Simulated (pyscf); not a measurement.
Thermochemistry of product channels of HO–Si(Cl)(Cl)–Cl (SMILES O[Si](Cl)(Cl)Cl) + F• (SMILES [F]) on the doublet surface, in kcal/mol, from ωB97M-D3(BJ)/def2-TZVP energies (ideal gas, 1 atm, RRHO with modes under 100 cm⁻¹ raised to 100, one conformer, R ln 2 for chiral ones without a mode under 150 cm⁻¹). Single points on ωB97X-D3(BJ)/def2-SVP structures (PySCF, gas phase).

```json
[
 {"products": "•O–Si(Cl)(Cl)–Cl (SMILES [O][Si](Cl)(Cl)Cl) + HF (SMILES F)", "ΔE": "-10.3", "ΔH(298 K)": "-11.3", "ΔG(298 K)": "-12.9", "ΔG(900 K)": "-15.6"},
 {"products": "HO–Si(F)(Cl)–Cl (SMILES O[Si](F)(Cl)Cl) + Cl• (SMILES [Cl])", "ΔE": "-43.9", "ΔH(298 K)": "-43.4", "ΔG(298 K)": "-43.1", "ΔG(900 K)": "-42.3"},
 {"products": "OH• (SMILES [OH]) + F–Si(Cl)(Cl)–Cl (SMILES F[Si](Cl)(Cl)Cl)", "ΔE": "___", "ΔH(298 K)": "-24.1", "ΔG(298 K)": "-24.5", "ΔG(900 K)": "-24.9"},
 {"products": "O=Si(Cl)–Cl (SMILES O=[Si](Cl)Cl) + Cl• (SMILES [Cl]) + HF (SMILES F)", "ΔE": "___", "ΔH(298 K)": "+38.0", "ΔG(298 K)": "+28.7", "ΔG(900 K)": "+10.7"}
]
```

Question: What belongs in the gaps?

Answer: 
- OH• (SMILES [OH]) + F–Si(Cl)(Cl)–Cl (SMILES F[Si](Cl)(Cl)Cl), ΔE: -22.6
- O=Si(Cl)–Cl (SMILES O=[Si](Cl)Cl) + Cl• (SMILES [Cl]) + HF (SMILES F), ΔE: +39.2

These are energies of the channels, which say nothing of barriers. Left out: orbital degeneracy and the spin-orbit lowering of Cl, F, OH.
